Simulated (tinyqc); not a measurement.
Stretching all distances: RHF, UHF, MP2, CISD and CCSD against full CI in the sto-3g basis, for BH3, spin multiplicity 1. Computed by the program tinyqc with PySCF. 

Geometry (angstrom):
```
atom        x        y       z
B      0.0000   0.0000  0.0330
H      1.1240   0.0000  0.0000
H     -0.5620   0.9740  0.0000
H     -0.5620  -0.9740  0.0000
```

All coordinates are multiplied by the scale. c0^2 is the weight of the RHF determinant in the lowest singlet FCI state (UHF is spin-contaminated and may lie near states of higher spin) and n(LUMO) the first natural occupation beyond the occupied space.

Full CI energy (hartree) and errors against it (kcal/mol):
```
scale  distance 1-2 (angstrom)     E(FCI)      RHF     UHF     MP2    CISD   CCSD  <S^2> UHF   c0^2  n(LUMO)
0.880                    0.990  -26.03567   24.367  24.367   6.889   0.412  0.139      0.000  0.981    0.011
1.090                    1.226  -26.11928   35.625  35.625  11.382   1.000  0.268      0.000  0.964    0.024
1.300                    1.462  -26.03300   53.709  53.709  18.991   2.733  0.703      0.000  0.930    0.056
1.510                    1.698  -25.89872   80.580  80.580  31.116   7.283  2.124      0.000  0.863    0.126
1.720                    1.934  -25.77252  117.790  84.150  49.239  17.398  6.279      1.343  0.747    0.272
```

UHF parts from RHF first at scale 1.72 of those listed, where <S^2> leaves zero. The weight c0^2 goes from 0.98 to 0.75 and n(LUMO) from 0.01 to 0.27: static correlation grows as the bonds break into open-shell fragments. The spread of the error along the curve, which distorts its shape, is CCSD 6.1, CISD 17.0, MP2 42.3, UHF 59.8, RHF 93.4 kcal/mol. The table stops here: at scale 1.93 and beyond, the reference weight falls under 0.45 or RHF, UHF or CCSD hop between solutions, so those rows were left out and the spreads given cover only the rows shown. As computed, partly on other solutions, the errors there reach in size RHF 217, UHF 61, MP2 96, CISD 59, CCSD 31 kcal/mol.
